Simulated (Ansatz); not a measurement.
We consider Bi2Te2Se (R-3m, No. 166; cell taken from a computed entry), described by r²SCAN+SOC (plane waves, PAW; Ansatz, a quantum-chemistry and plane-wave program).

Numerical settings: plane-wave cutoff 560 eV, 10×10×10 k mesh, Fermi–Dirac smearing 0.01 eV, PAW data made under PBE.

Cell (relaxed with PBEsol):

```
Bi2SeTe2
1.0
    2.14428     1.23800     9.95288
   -2.14428     1.23800     9.95288
    0.00000    -2.47600     9.95288
Bi Te Se
2 2 1
Direct
  0.60560   0.60560   0.60560
  0.39440   0.39440   0.39440
  0.21312   0.21312   0.21312
  0.78688   0.78688   0.78688
  0.00000   0.00000   0.00000
```

Give the computed band gap, smallest direct gap on the k points sampled and Γ–Γ gap.


* **band gap**: 0.29 eV (indirect)
* **smallest direct gap on the k points sampled**: 0.36 eV
* **Γ–Γ gap**: 0.57 eV

Note: cell and atoms aren't relaxed at this level (largest force component 0.05 eV/Å, pressure 2.3 GPa).

The computed numbers hold no vibrational or temperature effects.

The result took roughly 40 core-minutes.
